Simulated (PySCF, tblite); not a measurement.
# BH2NO: geometry, infrared bands, NMR shifts and spin-spin couplings

What infrared bands, NMR shifts and spin-spin couplings should BH2NO (`BN=O`) show?

Programs: tblite 0.8.0 and PySCF 2.14.0, with density-fitted response routines of our own. Each step states its level of theory. These are calculated values for one molecule in the gas phase, unless marked as measured. Atoms count from 0, in the outputs and in this text.

### 1 Starting geometry

5 atoms, charge 0, multiplicity 1; geometry from: force field or distance geometry start.

Bonds of the start (Å): B0–N1 1.49, N1–O2 1.20, B0–H3 1.20, B0–H4 1.19.

### 2 Relaxing the molecule with GFN2-xTB

Job settings and geometry (Å):

```
{"job": {"kind": "relax", "xc": "GFN2-xTB", "basis": "xTB"}, "charge": 0, "multiplicity": 1}
B     -0.517800    -0.015400     0.021900
N      0.876600    -0.516400     0.175700
O      1.815300     0.157100    -0.132700
H     -0.726400     1.071200    -0.432400
H     -1.439100    -0.693600     0.350300
```

On the command line:

```bash
$ OMP_NUM_THREADS=1 python probes_run.py task.json out
```

This one command runs all jobs of the session in turn.

**Question.** This job is followed by: GFN2-xTB harmonic vibrations, gas phase; GIAO PBE0/pcSseg-1 NMR shielding, non-relativistic, gas phase; B3LYP/pcJ-1 indirect spin-spin coupling, non-relativistic, gas phase. What will the session give for the following? strongest single infrared mode (GFN2-xTB); zero-point energy (GFN2-xTB); 1H shifts against TMS (PBE0/pcSseg-1, means over atoms taken as alike); 11B shifts against BF3·OEt2 (PBE0/pcSseg-1); 15N shifts against NH3 (PBE0/pcSseg-1); 17O shifts against H2O (PBE0/pcSseg-1); largest coupling of the table (B3LYP/pcJ-1).

The runs gave:

| quantity | value |
| --- | --- |
| strongest single infrared mode (GFN2-xTB) | 2055 cm⁻¹, 732 km/mol |
| zero-point energy (GFN2-xTB) | 16.5 kcal/mol |
| 1H shifts against TMS (PBE0/pcSseg-1, means over atoms taken as alike) | 5.33 ppm |
| 11B shifts against BF3·OEt2 (PBE0/pcSseg-1) | -37.0 ppm |
| 15N shifts against NH3 (PBE0/pcSseg-1) | 1008.1 ppm |
| 17O shifts against H2O (PBE0/pcSseg-1) | 1563.2 ppm |
| largest coupling of the table (B3LYP/pcJ-1) | 1J(B,H) B0–H3, 157.4 Hz |

Relaxing lowered the energy by 1.596 eV in 22 steps; the close pair that moved most is B0–N1, from 1.490 to 1.295 Å. All 9 modes are real, so the xTB geometry is a minimum. The strongest single mode, at 2055 cm⁻¹, moves mainly N1. Unscaled tight-binding wavenumbers are off by several per cent, some by more. Its intensities can rank the bands wrongly. At PBE0/pcSseg-1: Shielding is most anisotropic at O2 (span 3574 ppm, paramagnetic term -1627 ppm). In the run at B3LYP/pcJ-1, the largest coupling of the table is B0–H3 (mean over like pairs), 157.4 Hz, of which the Fermi-contact term gives 156.7 Hz.
